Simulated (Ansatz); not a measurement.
Input for Ansatz (development build ahead of 0.2.0):

```yaml
crystal:
  periodic: [false, false, false]
  atoms:
    - { symbol: O, position_ang: [0.0, 0.0, 0.0] }
    - { symbol: O, position_ang: [0.0, 1.09, 0.67] }
    - { symbol: O, position_ang: [0.0, -1.09, 0.67] }
basis:
  gaussian: { orbitals: pcseg-2 }
hamiltonian:
  xc: hf
```

The input is written out in the form of the current development build from the run's settings.

The run gave:

```json
{"Converged": "yes", "Total energy": "-224.33650 hartree", "Spin squared of the determinant": "0.000", "Stability test": "minimum among restricted orbitals"}
```

Caution: an unrestricted determinant lies well below.
